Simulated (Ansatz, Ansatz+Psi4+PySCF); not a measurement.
```xyz
12

C     0.0000    1.0711    0.1476
C     0.0000   -1.0711    0.1476
C    -1.0711    0.0000   -0.1476
C     1.0711    0.0000   -0.1476
H     0.0000    1.9869   -0.4501
H     0.0000    1.3429    1.2075
H     0.0000   -1.9869   -0.4501
H     0.0000   -1.3429    1.2075
H    -1.9869    0.0000    0.4501
H    -1.3429    0.0000   -1.2075
H     1.9869    0.0000    0.4501
H     1.3429    0.0000   -1.2075
```

Basis set: cc-pVTZ (spherical functions). Frozen core: 4 orbitals. Charge 0, multiplicity 1.

Computed with Ansatz (development build ahead of 0.2.0); free ground-state atoms in the same class of orbitals, no zero-point energy, no relativity.

The atomization energy of singlet C₄H₈ from measured heats of formation, zero-point and thermal terms removed is 49.810 eV (G2/97 set, Curtiss et al., J. Chem. Phys. 106, 1063 (1997), as shipped with ASE); it holds spin-orbit and other relativistic effects.

Question: How far do RHF-MP2, RHF miss it in this basis?

Answer:

```
 method  atomization energy (eV)  computed − measured (eV)
RHF-MP2                   49.264                    -0.546
    RHF                   38.216                   -11.594
```
